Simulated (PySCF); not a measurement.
First hyperpolarisability: `InChI=1S/C4H5NS/c1-4-2-5-3-6-4/h2-3H,1H3`

Molfile (atoms numbered from 1):
```
C4H5NS
     RDKit          3D

 11 11  0  0  0  0  0  0  0  0999 V2000
   -1.7620   -0.1897   -0.0039 C   0  0  0  0  0  0  0  0  0  0  0  0
   -0.2768   -0.1128    0.0012 C   0  0  0  0  0  0  0  0  0  0  0  0
    0.5186    0.9933   -0.0450 C   0  0  0  0  0  0  0  0  0  0  0  0
    1.8662    0.7812   -0.0282 N   0  0  0  0  0  0  0  0  0  0  0  0
    2.1217   -0.4860    0.0306 C   0  0  0  0  0  0  0  0  0  0  0  0
    0.7343   -1.4996    0.0697 S   0  0  0  0  0  0  0  0  0  0  0  0
   -2.1470   -0.6743    0.8966 H   0  0  0  0  0  0  0  0  0  0  0  0
   -2.1371   -0.7471   -0.8656 H   0  0  0  0  0  0  0  0  0  0  0  0
   -2.1787    0.8174   -0.0478 H   0  0  0  0  0  0  0  0  0  0  0  0
    0.1407    2.0068   -0.0932 H   0  0  0  0  0  0  0  0  0  0  0  0
    3.1186   -0.9050    0.0545 H   0  0  0  0  0  0  0  0  0  0  0  0
  1  2  1  0
  2  3  2  0
  3  4  1  0
  4  5  2  0
  5  6  1  0
  6  2  1  0
  1  7  1  0
  1  8  1  0
  1  9  1  0
  3 10  1  0
  5 11  1  0
M  END
```

Level of theory: quadratic response CAM-B3LYP/def2-TZVPD first hyperpolarisability, Taylor convention, gas phase in PySCF 2.14.0. Geometry: PBE0-D3(BJ)/def2-TZVP.

Q: What is the first hyperpolarisability, and how does it disperse?

A: In au, Taylor convention; the vector part is βᵢ = ⅓ Σⱼ (βᵢⱼⱼ + βⱼᵢⱼ + βⱼⱼᵢ); β∥ is 3/5 of the vector part along the dipole, the dipole points from − to +:
```
                   process  λ (nm)  β vector norm     β∥  β HRS  depolarisation ratio
           static β(0;0,0)       ∞          133.8  -18.2   54.6                  5.25
second harmonic β(−2ω;ω,ω)    1907          140.3  -18.0   57.3                  5.29
         Pockels β(−ω;ω,0)    1907          135.9  -18.2      –                     –
second harmonic β(−2ω;ω,ω)    1064          157.2  -17.0   64.3                  5.38
         Pockels β(−ω;ω,0)    1064          140.8  -18.0      –                     –
```

Q: Which lowest excitations, dipole and polarisabilities go with it?

A: S1 5.52 eV (f = 0.001); S2 5.58 eV (f = 0.123); S3 5.95 eV (f = 0.000); dipole 2.15 D; isotropic α 70.7 au static, 71.0 au at 1907 nm, 71.5 au at 1064 nm, 71.6 au at 953.5 nm, 73.9 au at 532 nm.
